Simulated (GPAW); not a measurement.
**One shape, several levels: C2HF2N (SMILES N#CC(F)F)**

Wanted: a comparison of 3 runs (BLYP/real-space grid, PBE/real-space grid, PBE/dzp) of C2HF2N. 

The calculation is run with GPAW 26.7.0.

1 further run of the same task is left out (set aside as unsound or not needed).

### 1 The system as given

The species is C2HF2N (6 atoms), meant as a singlet with charge 0. As SMILES, `N#CC(F)F`. The shape is that of a GFN2-xTB optimisation.

Bond lengths: N1–C2 1.139 Å, C2–C3 1.466 Å, C3–F4 1.350 Å, C3–F5 1.350 Å, C3–H6 1.105 Å. Angles: N1–C2–C3 179.3°, C2–C3–F4 110.7°, C2–C3–F5 110.8°, F4–C3–F5 107.4°, C2–C3–H6 110.8°, F4–C3–H6 108.5°, F5–C3–H6 108.5°.

### 2 Energy and one-electron properties at BLYP/real-space grid (scalar-relativistic datasets) (run 1)

The input, run.py:

```python
from ase import Atoms
from gpaw import GPAW, setup_paths
from gpaw.atom.configurations import parameters
from gpaw.atom.generator import Generator

# Structure
system = Atoms(["N", "C", "C", "F", "F", "H"],
    positions=[[  1.127190,  -1.730740,   0.607160],
               [  0.531100,  -0.809780,   0.299040],
               [ -0.236210,   0.380750,  -0.080610],
               [ -1.426460,   0.031950,  -0.614590],
               [  0.426680,   1.102740,  -1.009110],
               [ -0.422300,   1.025080,   0.798110]])
system.center(vacuum=5.0)

# No datasets are shipped for this functional: make them
for symbol in ["C", "F", "H", "N"]:
    Generator(symbol, xcname="BLYP", scalarrel=True, nofiles=True, txt=None).run(**parameters[symbol])
setup_paths.insert(0, ".")

# GPAW settings
gpaw_calc = GPAW(mode="fd",
                 h=0.22,
                 xc="BLYP",
                 eigensolver="rmm-diis",
                 maxiter=100,
                 txt="-")
system.calc = gpaw_calc

energy = system.get_potential_energy()
print(f"Energy                  {energy:.5f} eV")
forces = system.get_forces()
print("Forces (eV/Ang)")
for symbol, f in zip(system.symbols, forces):
    print(f'{symbol:2} {f[0]:9.4f} {f[1]:9.4f} {f[2]:9.4f}')
homo, lumo = gpaw_calc.get_homo_lumo()
print(f"HOMO = {homo:.3f} eV")
print(f"LUMO = {lumo:.3f} eV")
print(f"Gap: {lumo - homo:.3f} eV")

# Non-self-consistent energies
nsc = {}
for xc in ["GGA_X_OPTX+GGA_C_LYP", "BLYP", "GGA_X_SOGGA11+GGA_C_SOGGA11", "MGGA_X_R2SCAN+MGGA_C_R2SCAN", "revPBE", "M06-L", "GGA_XC_XLYP", "GGA_X_B88+GGA_C_PW91", "GGA_XC_B97_D", "LDA_X+LDA_C_VWN", "WC", "HCTH407"]:
    nsc[xc] = energy + gpaw_calc.get_xc_difference(xc)
    print(f'{xc:32} {nsc[xc]:12.4f} eV')
```

Launch:

```console
$ python3 -u run.py | tee run.out
```

The log of the run:

```text
[...]
Number of symmetries: 1
[...]
  Number of IBZ points: 1
[...]
Spin-components: 1 (collinear spins)
Bands:           21
[...]
  Valence electrons: 28.0
[...]
  Grid points: [56 60 52]
  Charge: 0.0  # |e|
[...]
    cutoffs:
[...]
occupation numbers:
  # Zero width
[...]
xc functional:
  name: BLYP with 2 nearest neighbor stencil
[...]
|iter     |     time |      energy | eigst |  dens |
[...]
|iter:   1| 00:00:01 |  -25.028498 | +1.48 |       |
[...]
|iter:  19| 00:00:14 |  -36.061837c| -7.46c| -5.66c|
Converged in 19 steps
[...]
Energy contributions relative to reference atoms: (reference = -8987.424400)
Energy contributions:
  Kinetic:          48.935607
  Coulomb:         -53.428852
  Zero:              2.296074
  External:          0.000000
  Xc:              -33.864666
  Entropy:           0.000000
  Spinorbit:         0.000000
  ----------------------------
  Free energy:     -36.061837
  Extrapolated:    -36.061837
dipole moment: (-0.208430, 0.422045, 0.166294)  # |e|*Ang
Fermi level: -5.521
[...]
Gap: 7.233 eV
Transition (v -> c):
[...]
Forces (eV/Ang)
N     1.6727   -2.1522    0.4765
C    -0.9334    1.3600   -0.3196
C     0.0217    0.4123    0.8774
F    -2.3830   -0.2881    2.2622
F     1.4836    0.6892   -1.1272
H    -0.0266   -0.0776   -0.1255
HOMO = -9.137 eV
LUMO = -1.904 eV
Gap: 7.233 eV
GGA_X_OPTX+GGA_C_LYP                 -34.6249 eV
BLYP                                 -36.0618 eV
GGA_X_SOGGA11+GGA_C_SOGGA11          -36.7784 eV
MGGA_X_R2SCAN+MGGA_C_R2SCAN          -32.7666 eV
revPBE                               -34.3940 eV
[...]
GGA_XC_XLYP                          -42.2366 eV
GGA_X_B88+GGA_C_PW91                 -36.3357 eV
GGA_XC_B97_D                         -31.6958 eV
LDA_X+LDA_C_VWN                       28.1703 eV
WC                                   -12.9649 eV
HCTH407                              -34.6458 eV
```

Wall time 22 s (1 thread of Arm Neoverse V2, shared host); peak memory 0.56 GiB.

### 3 The charge distribution at PBE/real-space grid (scalar-relativistic datasets) (run 2)

The input, calc.py:

```python
import numpy as np
from ase import Atoms
from ase.units import Debye
from gpaw import GPAW

atoms = Atoms(['N', 'C', 'C', 'F', 'F', 'H'],
    positions=[[  1.127190,  -1.730740,   0.607160],
               [  0.531100,  -0.809780,   0.299040],
               [ -0.236210,   0.380750,  -0.080610],
               [ -1.426460,   0.031950,  -0.614590],
               [  0.426680,   1.102740,  -1.009110],
               [ -0.422300,   1.025080,   0.798110]])
atoms.center(vacuum=4.5)

calculator = GPAW(mode='fd', h=0.18, xc='PBE', maxiter=150, txt='-')
atoms.calc = calculator

energy = atoms.get_potential_energy()
print(f'Energy = {energy:.5f} eV')
forces = atoms.get_forces()
print('Forces (eV/Ang)')
for symbol, f in zip(atoms.symbols, forces):
    print(f'{symbol:2} {f[0]:9.4f} {f[1]:9.4f} {f[2]:9.4f}')
dipole = atoms.get_dipole_moment() / Debye
print(f'Dipole: {np.linalg.norm(dipole):.3f} D')
homo, lumo = calculator.get_homo_lumo()
print(f'HOMO = {homo:.3f} eV')
print(f'LUMO: {lumo:.3f} eV')
print(f'Gap = {lumo - homo:.3f} eV')
```

Launch:

```console
$ python calc.py > calc.log
```

The log of the run:

```text
[...]
Number of symmetries: 1
[...]
  Number of IBZ points: 1
[...]
Spin-components: 1 (collinear spins)
Bands:           21
[...]
  Valence electrons: 28.0
[...]
  Grid points: [64 64 60]
  Charge: 0.0  # |e|
[...]
    cutoffs:
[...]
occupation numbers:
  # Zero width
[...]
xc functional:
  name: PBE with 2 nearest neighbor stencil
[...]
|iter     |     time |      energy | eigst |  dens |
[...]
|iter:   1| 00:00:03 |  -39.824370 | +1.20 |       |
[...]
|iter:  13| 00:00:19 |  -37.225613c| -7.54c| -5.55c|
Converged in 13 steps
[...]
Energy contributions relative to reference atoms: (reference = -8977.629468)
Energy contributions:
  Kinetic:          45.158809
  Coulomb:         -48.542153
  Zero:              1.067685
  External:          0.000000
  Xc:              -34.909954
  Entropy:           0.000000
  Spinorbit:         0.000000
  ----------------------------
  Free energy:     -37.225613
  Extrapolated:    -37.225613
dipole moment: (-0.210334, 0.424275, 0.159884)  # |e|*Ang
Fermi level: -5.585
[...]
Gap: 7.183 eV
Transition (v -> c):
[...]
Forces (eV/Ang)
N     1.3596   -2.0817    0.6963
C    -1.1066    1.6554   -0.7469
C    -0.1428    0.4679    0.6695
F    -0.6788   -0.5222   -0.0951
F     0.7319    0.2007   -0.4723
H     0.0305   -0.0427    0.0036
Dipole: 2.401 D
HOMO = -9.177 eV
LUMO: -1.994 eV
Gap = 7.183 eV
```

It took 20 s on 1 thread of Arm Neoverse V2, shared host; peak memory 0.75 GiB.

### 4 Energy and one-electron properties at PBE/dzp (scalar-relativistic datasets) (run 3)

The input, C2HF2N.py:

```python
import numpy as np
from ase import Atoms
from ase.units import Debye
from gpaw import GPAW

# Atomic positions
atoms = Atoms('NCCFFH',
    positions=[[  1.127190,  -1.730740,   0.607160],
               [  0.531100,  -0.809780,   0.299040],
               [ -0.236210,   0.380750,  -0.080610],
               [ -1.426460,   0.031950,  -0.614590],
               [  0.426680,   1.102740,  -1.009110],
               [ -0.422300,   1.025080,   0.798110]])
atoms.center(vacuum=4.5)

# Ground state
calc = GPAW(mode='lcao', basis='dzp', maxiter=150, h=0.18, xc='PBE', txt='-')
atoms.calc = calc

energy = atoms.get_potential_energy()
print(f'Energy: {energy:.5f} eV')
forces = atoms.get_forces()
print('Forces (eV/Ang)')
for symbol, f in zip(atoms.symbols, forces):
    print(f'{symbol:2} {f[0]:9.4f} {f[1]:9.4f} {f[2]:9.4f}')
dipole = atoms.get_dipole_moment() / Debye
print(f'Dipole: {np.linalg.norm(dipole):.3f} D')
homo, lumo = calc.get_homo_lumo()
print(f'HOMO: {homo:.3f} eV')
print(f'LUMO: {lumo:.3f} eV')
print(f'Gap: {lumo - homo:.3f} eV')
```

Launch:

```console
$ python C2HF2N.py
```

The log of the run:

```text
[...]
Number of symmetries: 1
[...]
  Number of IBZ points: 1
[...]
basis functions: 70
Spin-components: 1 (collinear spins)
Bands:           21
[...]
  Valence electrons: 28.0
[...]
  Grid points: [64 64 60]
  Charge: 0.0  # |e|
[...]
    cutoffs:
[...]
occupation numbers:
  # Zero width
[...]
xc functional:
  name: PBE with 2 nearest neighbor stencil
[...]
|iter     |     time |      energy | eigst |  dens |
[...]
|iter:   1| 00:00:04 |  -35.678029 |      c|       |
[...]
|iter:   9| 00:00:07 |  -34.245618c|      c| -4.19c|
Converged in 9 steps
[...]
Energy contributions relative to reference atoms: (reference = -8977.629468)
Energy contributions:
  Kinetic:          39.687955
  Coulomb:         -39.529225
  Zero:              0.934761
  External:          0.000000
  Xc:              -35.339110
  Entropy:           0.000000
  Spinorbit:         0.000000
  ----------------------------
  Free energy:     -34.245618
  Extrapolated:    -34.245618
dipole moment: (-0.199369, 0.392404, 0.124566)  # |e|*Ang
Fermi level: -5.116
[...]
Gap: 7.272 eV
Transition (v -> c):
[...]
Forces (eV/Ang)
N     2.6200   -4.0412    1.3748
C    -2.1456    3.2422   -1.2439
C    -0.1760    0.4661    0.4380
F    -1.0954   -0.5989   -0.3086
F     0.8878    0.5551   -0.7364
H    -0.0413    0.2728    0.5125
Dipole: 2.197 D
HOMO: -8.751 eV
LUMO: -1.480 eV
Gap: 7.272 eV
```

Wall time 7.9 s (1 thread of Arm Neoverse V2, shared host); peak memory 0.59 GiB.

### 5 The series

```
run                                                level  grid spacing  vacuum round the molecule  energy (Eh)  dipole moment (D)  HOMO energy (eV)  LUMO energy (eV)  wall time
  1  BLYP/real-space grid (scalar-relativistic datasets)          0.22                          5  -331.607003               2.40             -9.14             -1.90       22 s
  2   PBE/real-space grid (scalar-relativistic datasets)          0.18                        4.5  -331.289814               2.40             -9.18             -1.99       20 s
  3               PBE/dzp (scalar-relativistic datasets)          0.18                        4.5  -331.180301               2.20             -8.75             -1.48      7.9 s
```

### 6 What came out

| quantity | value |
| --- | --- |
| run 3: energy as printed (from the program's reference atoms) | -34.2456 eV |
| run 3: dipole moment | 2.20 D |
| run 3: HOMO energy | -8.75 eV |
| run 3: LUMO energy | -1.48 eV |
| run 3: HOMO–LUMO gap | 7.27 eV |
| run 3: largest force on an atom | 5.009 eV/Å |

In words: The dipole moment (its size) runs from 2.20 D (PBE/dzp) to 2.40 D (PBE/real-space grid). The HOMO–LUMO gap runs from 7.18 eV (PBE/real-space grid) to 7.27 eV (PBE/dzp). Totals of different functionals can't be ranked against each other. All runs together took 50 s, the longest 22 s.
